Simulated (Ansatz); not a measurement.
**How the smallest direct gap on the k points sampled of trigonal Se moves with the method**

No measured value is used here.

| level (code) | value (eV) | cell (Å³/atom) |
|---|---|---|
| LDA (Ansatz) | 1.14 | 27.26 |
| PBE (Ansatz) | ? | 27.26 |
| PBE+SOC (Ansatz) | 1.12 | 27.26 |
| PBE-D3(BJ) (Ansatz) | 0.53 | 24.49 |
| r²SCAN-D4 (Ansatz) | 1.38 | 27.54 |
| HSE06 (Ansatz) | 2.06 | 27.26 |
| HSE06+SOC (Ansatz) | ? | 27.26 |
| PBE0+SOC (Ansatz) | ? | 27.26 |
| G0W0@PBE (Ansatz) | 1.97 | 27.26 |

### Question
Complete the blanks.

### Answer

- PBE (Ansatz, a quantum-chemistry and plane-wave program), value (eV): 1.25
- HSE06+SOC (Ansatz), value (eV): 1.91
- PBE0+SOC (Ansatz), value (eV): 2.56

At these levels the smallest gap is indirect and lower: LDA 0.92, PBE 1.02, PBE+SOC 1.00, PBE-D3(BJ) 0.47, r²SCAN-D4 1.17, HSE06 1.78, HSE06+SOC 1.75, PBE0+SOC 2.40, G0W0@PBE 1.69 eV. Computed values are for a static lattice. Spin–orbit coupling is included only where a level's name says +SOC; with heavier elements it mostly lowers gaps and can invert bands.  Values are at the measured cell; PBE-D3(BJ) at the level's own relaxed cell; r²SCAN-D4 at the level's own relaxed cell. Cutoffs and k meshes differ between the levels. Ansatz's density-functional and Hartree–Fock values are scalar-relativistic unless marked +SOC, with PAW data made under PBE.
